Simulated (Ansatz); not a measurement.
**CH₅Si− (SMILES [CH2-][SiH3]): one structure at several levels**

The task here is to estimate one member of a computed series from the others.

Program: Ansatz 0.2.0, Gaussian basis. Level of theory: single points in def2-TZVPPD. These are calculated values, not measurements.

Cores are frozen in the correlated methods. B3LYP uses VWN-RPA correlation.

**The system as given**

7 atoms, charge -1, spin multiplicity 1.

Atoms are counted from 1 here; the program's logs count them from 0.

Bond lengths: C1–Si2 1.756 Å, C1–H3 1.107 Å, C1–H4 1.143 Å, Si2–H5 1.577 Å, Si2–H6 1.611 Å, Si2–H7 1.580 Å. Angles: Si2–C1–H3 119.8°, Si2–C1–H4 110.8°, H3–C1–H4 107.4°, C1–Si2–H5 135.0°, C1–Si2–H6 109.4°, C1–Si2–H7 108.3°, H5–Si2–H6 99.9°, H5–Si2–H7 98.6°, H6–Si2–H7 100.7°.

Geometry (Å):

| atom | x (Å) | y (Å) | z (Å) |
| --- | --- | --- | --- |
| C1 | -0.0966 | -1.0519 | 0.4226 |
| Si2 | 0.0588 | 0.6037 | -0.1408 |
| H3 | -1.0988 | -1.5143 | 0.5021 |
| H4 | 0.5561 | -1.7545 | -0.1986 |
| H5 | -0.2670 | 1.3576 | -1.4867 |
| H6 | -0.6531 | 1.5955 | 0.9104 |
| H7 | 1.5684 | 1.0432 | 0.0180 |

Set-up of the first run:

The input, run/in.yaml:

```yaml
crystal:
  periodic: [false, false, false]
  atoms:
    - {symbol: C, position_ang: [-0.096600, -1.051900, 0.422600]}
    - {symbol: Si, position_ang: [0.058800, 0.603700, -0.140800]}
    - {symbol: H, position_ang: [-1.098800, -1.514300, 0.502100]}
    - {symbol: H, position_ang: [0.556100, -1.754500, -0.198600]}
    - {symbol: H, position_ang: [-0.267000, 1.357600, -1.486700]}
    - {symbol: H, position_ang: [-0.653100, 1.595500, 0.910400]}
    - {symbol: H, position_ang: [1.568400, 1.043200, 0.018000]}
basis:
  gaussian: {orbitals: "def2-TZVPPD.json"}
total_charge: -1
correlation: {method: ccsd_t}
output: {forces: true}
```

The basis file named in the input lies beside it (Basis Set Exchange, JSON).

No record of the launch command was kept for these runs.

Steps of the session up to this table: CCSD(T)/def2-TZVPPD; PBE0-D4/def2-TZVPPD; wB97M-V/def2-TZVPPD; r2SCAN-D4/def2-TZVPPD; PBE-D4/def2-TZVPPD; B3LYP-D4/def2-TZVPPD; r2SCAN0-D4/def2-TZVPPD.

One of the session's tables, all rows but one given; the rest of the session is left out.

```
    method  RMS force component (eV/Å)  angle to CCSD(T) forces (°)
   CCSD(T)                       0.875                    reference
   PBE0-D4                       0.802                          6.0
   wB97M-V                           ?                            ?
 r2SCAN-D4                       0.790                          5.2
    PBE-D4                       0.730                          6.5
  B3LYP-D4                       0.827                          4.8
r2SCAN0-D4                       0.848                          8.1
```

Estimate the missing values for wB97M-V.

**Answer.** RMS force component (eV/Å): 0.851; angle to CCSD(T) forces (°): 6.4. In the column «RMS force component (eV/Å)» it lies between r2SCAN0-D4 (0.848) and CCSD(T) (0.875).

Caveats from the session: The anion's highest level is positive in at least one run, so there the basis alone may hold the extra electron.
